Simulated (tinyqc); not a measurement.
MP2 on RHF in the sto-6g basis, frozen core, for BH3, spin multiplicity 1, step by step. One step of it, computed by the program tinyqc.

Problem. Orthogonalisation. S = U s U^T; canonical form X = U s^(-1/2), so that X^T S X = 1. Each column of U has its largest component positive (the first on a tie).

overlap S, order 1B 1s, 1B 2s, 1B 2px, 1B 2py, 1B 2pz, 2H 1s, 3H 1s, 4H 1s:
```
[[1.000000, 0.264891, 0.000000, 0.000000, 0.000000, 0.059543, 0.059628, 0.059628],
 [0.264891, 1.000000, 0.000000, 0.000000, 0.000000, 0.442709, 0.443024, 0.443024],
 [0.000000, 0.000000, 1.000000, 0.000000, 0.000000, 0.465371, -0.232915, -0.232915],
 [0.000000, 0.000000, 0.000000, 1.000000, 0.000000, 0.000000, 0.403150, -0.403150],
 [0.000000, 0.000000, 0.000000, 0.000000, 1.000000, -0.003705, -0.003709, -0.003709],
 [0.059543, 0.442709, 0.465371, 0.000000, -0.003705, 1.000000, 0.090236, 0.090236],
 [0.059628, 0.443024, -0.232915, 0.403150, -0.003709, 0.090236, 1.000000, 0.090399],
 [0.059628, 0.443024, -0.232915, -0.403150, -0.003709, 0.090236, 0.090399, 1.000000]]
```

Give: eigenvalues of S; X.

Solution.

eigenvalues of S: [0.2927, 0.3829, 0.3830, 0.9555, 1.0001, 1.5267, 1.5268, 1.9323]

X, order 1B 1s, 1B 2s, 1B 2px, 1B 2py, 1B 2pz, 2H 1s, 3H 1s, 4H 1s:
```
[[-0.3520, 0.0000, -0.0009, 0.9660, 0.0444, 0.0000, 0.0002, 0.1904],
 [1.3930, 0.0000, 0.0028, -0.0331, 0.0060, 0.0000, 0.0004, 0.4723],
 [-0.0030, 0.0000, 1.0966, 0.0000, 0.0000, 0.0000, 0.5944, -0.0004],
 [0.0000, 1.0967, 0.0000, 0.0000, 0.0000, 0.5945, 0.0000, 0.0000],
 [-0.0106, 0.0000, 0.0000, -0.0478, 0.9988, 0.0000, 0.0000, -0.0035],
 [-0.6688, 0.0000, -0.9704, -0.1916, -0.0089, 0.0000, 0.4487, 0.2931],
 [-0.6726, -0.8394, 0.4832, -0.1914, -0.0089, 0.3883, -0.2240, 0.2935],
 [-0.6726, 0.8394, 0.4832, -0.1914, -0.0089, -0.3883, -0.2240, 0.2935]]
```
